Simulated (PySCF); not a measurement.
Breaking a bond: SMILES C (CH4). The C1–H5 bond (C1 also carries H, H, H; H5 carries nothing else) is varied alone, starting from the PBE0/def2-TZVP optimised geometry.

Computed with: UHF/cc-pVDZ (PySCF); UKS-B3LYP = PySCF with unrestricted B3LYP/cc-pVDZ; RKS-B3LYP = restricted B3LYP/cc-pVDZ in PySCF.

Magnitude of the dipole moment (D; its direction can reverse along the curve, and a method can change to another solution) and Mulliken charge of the fragment that holds C1:

| R / Å | μ UHF | q UHF | μ UKS-B3LYP | q UKS-B3LYP | μ RKS-B3LYP | q RKS-B3LYP |
|---|---|---|---|---|---|---|
| 0.88 | 0.11 | 0.03 | 0.08 | 0.04 | 0.08 | 0.04 |
| 0.92 | 0.09 | 0.01 | 0.07 | 0.02 | 0.07 | 0.02 |
| 0.98 | 0.07 | -0.01 | 0.05 | 0.00 | 0.05 | 0.00 |
| 1.01 | 0.05 | -0.02 | 0.04 | -0.01 | 0.04 | -0.01 |
| 1.07 | 0.01 | -0.03 | 0.01 | -0.03 | 0.01 | -0.03 |
| 1.09 | 0.00 | -0.04 | 0.00 | -0.03 | 0.00 | -0.03 |
| 1.11 | 0.02 | -0.04 | 0.01 | -0.03 | 0.01 | -0.03 |
| 1.16 | 0.06 | -0.04 | 0.05 | -0.04 | 0.05 | -0.04 |
| 1.21 | 0.11 | -0.04 | 0.09 | -0.04 | 0.09 | -0.04 |
| 1.27 | 0.18 | -0.04 | 0.14 | -0.04 | 0.14 | -0.04 |
| 1.34 | 0.28 | -0.04 | 0.21 | -0.04 | 0.21 | -0.04 |
| 1.49 | 0.51 | -0.02 | 0.38 | -0.02 | 0.38 | -0.02 |
| 1.64 | 0.77 | 0.01 | 0.57 | -0.01 | 0.57 | -0.01 |
| 1.80 | 0.90 | 0.02 | 0.79 | 0.02 | 0.79 | 0.02 |
| 1.97 | 0.89 | 0.02 | 1.01 | 0.04 | 1.01 | 0.04 |
| 2.16 | 0.83 | 0.02 | 1.09 | 0.04 | 1.26 | 0.06 |
| 2.39 | 0.76 | 0.01 | 1.05 | 0.04 | 1.54 | 0.08 |
| 2.67 | 0.69 | 0.01 | 0.92 | 0.03 | 1.83 | 0.10 |
| 2.96 | 0.65 | 0.00 | 0.79 | 0.01 | 2.08 | 0.11 |
| 3.30 | 0.62 | 0.00 | 0.69 | 0.01 | 2.33 | 0.11 |
| 3.80 | 0.59 | 0.00 | 0.62 | 0.00 | 2.59 | 0.11 |

The unrestricted determinant behind UHF is spin-contaminated at 1.80 to 3.80 Å (<S²> up to 1.0, against 0.00 for a pure singlet). The unrestricted determinant behind UKS-B3LYP is spin-contaminated at 2.16 to 3.80 Å (<S²> up to 1.0, against 0.00 for a pure singlet). At the longest distance RKS-B3LYP leaves fractional charges on the fragments, a sign of delocalisation error or of the restricted form. The restricted form behind RKS-B3LYP keeps the bonding electrons paired and can't separate into open-shell fragments.
